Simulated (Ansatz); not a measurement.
## 1T (CdI2-type) TiTe2: properties by level of theory

```
level (code)     equilibrium lattice constant a (Å)  c axis length (Å)  formation enthalpy (eV/atom)
---------------  ----------------------------------  -----------------  ----------------------------
LDA (Ansatz)                                  3.667              6.335                        -0.732
PBE-D4 (Ansatz)                               3.721              6.438                        -0.733
rVV10 (Ansatz)                                3.827              6.615                        -0.648
```

Caveats: the cell comes from a level without a dispersion term, which matters for the spacing of layers, chains or molecules (LDA). Ansatz's density-functional and Hartree–Fock values are scalar-relativistic unless marked +SOC, with PAW data made under PBE.

The computed numbers hold no vibrational or temperature effects.

Ansatz is a quantum-chemistry and plane-wave program.
